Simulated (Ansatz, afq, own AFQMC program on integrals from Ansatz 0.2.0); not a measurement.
CH$_{5}$, doublet in cc-pVTZ, levels against CCSDT(Q)

```xyz
6

H    -2.1730    0.0000    0.0000
H    -0.8850    0.0000    0.0000
C     0.2050    0.0000    0.0000
H     0.2050   -1.0800    0.0000
H     0.2050    0.5400    0.9353
H     0.2050    0.5400   -0.9353
```

Basis cc-pVTZ. Only valence electrons are correlated. Ansatz 0.2.0 and our own AFQMC program on the same integrals; the CISD trial comes from CCSD amplitudes, and released means the phaseless constraint is let go. Error bars are statistical, one sigma.

Determinant: UHF, the one that the program's search chose, which needn't be the lowest solution. The geometry is a point of a scan.

No full CI on the walks' own integrals is used here; CCSDT(Q) serves as the reference and is uncertain by about the last step of the cluster series.

```
T1 diagnostic                               : 0.0112
weight of the determinant in the CISD state : 0.918
⟨S²⟩ of the determinant                     : 0.762
size of the correlated space                : 9 electrons in 99 orbitals
```

| level | correlation energy (eV) |
| --- | --- |
| MP2 | -5.7092 |
| CCSD | -6.2885 |
| CCSD(T) | -6.4888 |

Task: Estimate where AFQMC with the constraint released lies against CCSD(T) on the same integrals.

Result: 24.8 ± 6.3 meV below CCSD(T).

Reference: CCSDT(Q), correlation energy -6.508 eV. The released energy is read at 2.40 1/Eh (meV from the phaseless value at times in 1/Eh: -4 ± 3 at 0.24, -2.3 ± 2.4 at 0.51, -4 ± 3 at 0.99, -3 ± 4 at 1.62, -6 ± 6 at 2.40).

```tsv
level	E − E(reference) (meV)	share of correlation (%)
CCSD(T)	19.0	99.71
CCSDT	6.3	99.90
ph-AFQMC/CISD	0.6 ± 4.7	99.99
released AFQMC	-5.8 ± 6.3	100.09
```

A walk keeps the symmetry of its determinant, which the program's search chose and which needn't be the lowest solution, so a lower state of the same spin and another symmetry isn't excluded. Released energies are given only where the last usable release times agree within the noise; a slower fall can still hide under it.
